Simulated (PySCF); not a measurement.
## Working out the electron affinity of Li

Li⁻ [He] 2s2 (1S) → Li [He] 2s1 (2S). Computed with PySCF 2.14 in x2c-TZVPPall with one added diffuse shell each of s, p type (6s4p1d, 23 functions), with the spin-free X2C one-electron Hamiltonian (Gaussian nucleus). Frozen: nothing. Energies in hartree (1 hartree = 27.21139 eV):

```tsv
part	Li⁻ (lower)	Li (upper)
UHF	-7.428518	-7.433323
MP2 opposite-spin	-0.045729	-0.030666
MP2 same-spin	-0.000412	-0.000355
```

Question: What does Hartree-Fock give?

Answer: (-7.433323) − (-7.428518) = -0.004805 hartree = -0.131 eV.

Question: What do MP2 and SCS-MP2 (6/5 opposite-spin, 1/3 same-spin) give?

Answer: The opposite-spin parts differ by 0.410 eV and the same-spin parts by 0.002 eV. MP2: -0.131 + (0.410) + (0.002) = 0.281 eV. SCS-MP2: -0.131 + 1.2 × (0.410) + (0.002)/3 = 0.362 eV.

A first-order spin-orbit estimate adds 0.000 eV to MP2 (valence and next inner shell), giving 0.281 eV against 0.618 eV (measured; photodetachment measurements, as compiled on the Wikipedia data page of electron affinities).

What remains against the reference includes basis incompleteness and correlation beyond second order.
